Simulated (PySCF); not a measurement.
Simulated outer-valence photoelectron spectrum of `OC1=COC=C1`. Method used: EOM-IP-CCSD/aug-cc-pVDZ in PySCF, restricted Hartree–Fock reference, frozen core, non-relativistic, gas phase, PBE0-D3(BJ)/def2-SVP geometry.

Each root has a Gaussian of 0.3 eV full width with its one-hole share as area; cross sections and vibrations are left out, and the highest printed point is 100.

(ionisation energy (eV), intensity): (8.0, 1), (8.2, 26), (8.4, 48), (8.6, 7), (8.8, 0), (9.0, 0), (9.2, 0), (9.4, 3), (9.6, 37), (9.8, 38), (10.0, 3), (10.2, 0), (10.4, 0), (10.6, 0), (10.8, 0), (11.0, 0), (11.2, 0), (11.4, 0), (11.6, 0), (11.8, 0), (12.0, 0), (12.2, 5), (12.4, 43), (12.6, 32), (12.8, 2), (13.0, 0), (13.2, 1), (13.4, 26), (13.6, 100), (13.8, 34), (14.0, 1), (14.2, 0), (14.4, 7), (14.6, 47), (14.8, 27), (15.0, 15), (15.2, 57), (15.4, 63), (15.6, 19), (15.8, 1)

Where are the maxima, and how many lines lie under the curve?

6 maxima, at 8.4, 9.7, 12.5, 13.6, 14.7 and 15.3 eV, from 8 lines. At this width some lines have no maximum of their own.

List the lines with their holes.

```csv
E (eV),leading hole (HF orbital),area,Koopmans (eV)
8.35,HOMO,0.96,8.42
9.70,HOMO-1,0.95,10.34
12.48,HOMO-2,0.95,14.08
13.60,HOMO-4,0.93,15.77
13.63,HOMO-3,0.95,15.57
14.65,HOMO-5,0.95,16.25
15.20,HOMO-7,0.84,17.63
15.42,HOMO-6,0.95,17.05
```

The widest gap, 2.78 eV, lies between 9.70 and 12.48 eV. Only orbitals with −ε under 21 eV, eight at most, were ionised, so the high end of the curve may lack lines.

Time: 11 min wall. Hardware: an Arm Neoverse V2 with one thread (shared host).

Shape of the structure used: `[OH:1][c:2]1[cH:3][cH:4][o:5][cH:6]1`: H–O1–C2–C3 0°.

One conformer stands for the species.
